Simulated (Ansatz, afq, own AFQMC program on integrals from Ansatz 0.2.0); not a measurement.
BN, triplet: AFQMC among the cluster methods

```xyz
2

B     0.0000    0.0000    0.0000
N     0.0000    0.0000    2.8350
```

Basis 6-31G. Noble-gas cores (and the filled d shells of Ga–Kr and In–Xe) are frozen. AFQMC by an in-house program on the Cholesky factors that Ansatz 0.2.0 writes for its CCSD(T) run. ph-AFQMC/CISD is guided by a CISD state made of CCSD amplitudes; releasing the constraint for a short imaginary time cuts its bias at the price of noise, slowly where states lie close. Error bars are statistical, one sigma.

Determinant: ROHF, the one that the program's search chose, which needn't be the lowest solution. The geometry is a point of a scan.

Full CI on the same integrals is exact in this basis and with this determinant's frozen core.

Cautions: lower spins were not checked; a spin-contaminated unrestricted determinant lies lower (UHF 2.93 eV lower, ⟨S²⟩ 2.93); strong correlation (T1 0.153, weight of the determinant 0.58, largest double 0.33); the CCSD(T) amplitudes may be one of several solutions (largest double 0.33); the CCSDT(Q) amplitudes may be one of several solutions (largest double 0.43); the CCSDTQ amplitudes may be one of several solutions (largest double 0.43); the released energies are still falling, so no released level is given (meV from the phaseless value at times in 1/Eh: -6 ± 5 at 0.24, -7 ± 7 at 0.51, -26 ± 6 at 0.99, -36 ± 5 at 1.62, -55 ± 7 at 2.40).

```
T1 diagnostic                               : 0.1528
weight of the determinant in the CISD state : 0.576
size of the correlated space                : 8 electrons in 16 orbitals
```

Reference: full CI, correlation energy -5.278 eV. The cautions show a poor starting determinant, so the rows tell how each method copes with it here, and full CI is the sure value.

```csv
level,E − E(reference) (kJ/mol),share of correlation (%)
HF,509.3,0.00
MP2,192.4,62.22
CCSD,15.4,96.98
CCSD(T),2.5,99.51
CCSDT,0.7,99.86
CCSDT(Q),-0.1,100.01
CCSDTQ,0.0,99.99
ph-AFQMC/CISD,9.1 ± 0.5,98.22
```

CCSDT and higher add their correlation energy to the determinant of the CCSD(T) run, since their own runs factorise the integrals more tightly (a shift of under 2 meV). A walk keeps the symmetry of its determinant, which the program's search chose and which needn't be the lowest solution, so a lower state of the same spin and another symmetry isn't excluded.
